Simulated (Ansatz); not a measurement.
```xyz
2

S     0.0072    0.0046   -0.0744
H     0.0028    0.0037    1.2832
```

UHF-MP2 on doublet SH was run in several spherical basis sets with Ansatz (development build ahead of 0.2.0). Frozen core: 5 orbitals.

Problem. Rank the basis sets by the total energy that they give, lowest first, with the distance from the lowest.
A. 6-31G(d)
B. def2-TZVP
C. cc-pVTZ
D. cc-pVDZ
E. STO-3G

Solution. C (0.00 eV), B (0.34 eV), D (1.50 eV), A (2.64 eV), E (123.31 eV).

Totals follow the description of the cores as much as that of the bonds, so this order isn't one of quality for chemistry.
